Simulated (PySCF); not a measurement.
**SH: from the state search to spectroscopic constants**

One table from this session's results is given with a row withheld; the runs are named, their logs left out.

Program: PySCF 2.14.0. Level of theory: H def2-SVPD, S def2-SVPD, no relativity. These are calculated values, not measurements.

The first run:

Settings of the job:

* atoms: H, S
* charge: 0
* basis: H def2-SVPD, S def2-SVPD
* Hamiltonian: no relativity
* basis functions: 35
* electrons treated: 17
* masses in u: 1.0078, 31.9721
* levels: PBE0, PBE, r²SCAN, M06, LDA, TPSSh, CAM-B3LYP, HF, MP2, SCS-MP2, CCSD, CCSD(T)
* grid: 80 radial by 434 angular points
* occupations: held fixed by the projection of orbital angular momentum
* dissociation limit: H + S, each in its ground configuration
* starting distance in angstrom: 1.305
* values of 2S to try: 1, 3

On the command line:

```sh
> OMP_NUM_THREADS=1 python dia.py task.json out
```

Among the steps run: Input; PBE0 along the bond; Excited determinants; PBE; r²SCAN; M06 (hybrid meta-GGA); LDA (local density); TPSSh (hybrid meta-GGA); CAM-B3LYP; UHF (mean field); MP2 and coupled cluster.

One table of the session follows, with a row left open; its other results are not shown here.

| level | Re (Å) | ωe (cm⁻¹) | De (eV) |
| --- | --- | --- | --- |
| UHF | 1.339 | 2857 | 2.62 |
| UHF-MP2 | 1.347 | 2782 | 3.43 |
| UHF-SCS-MP2 | 1.349 | 2764 | 3.49 |
| UHF-CCSD | 1.352 | 2726 | 3.49 |
| UHF-CCSD(T) | 1.354 | 2707 | 3.53 |
| LDA | 1.369 | 2606 | 4.29 |
| PBE | 1.367 | 2614 | 3.79 |
| r²SCAN | 1.355 | 2698 | 3.82 |
| TPSSh | 1.357 | 2682 | 3.83 |
| PBE0 | ? | ? | ? |
| M06 | 1.357 | 2691 | 3.78 |
| CAM-B3LYP | 1.353 | 2712 | 3.77 |

Q: Estimate the row for PBE0 from the others.

The run gave: Re (Å): 1.355; ωe (cm⁻¹): 2713; De (eV): 3.73.

To keep in mind: At some levels the lowest empty orbital lies below the highest filled one (the two can be of opposite spin).
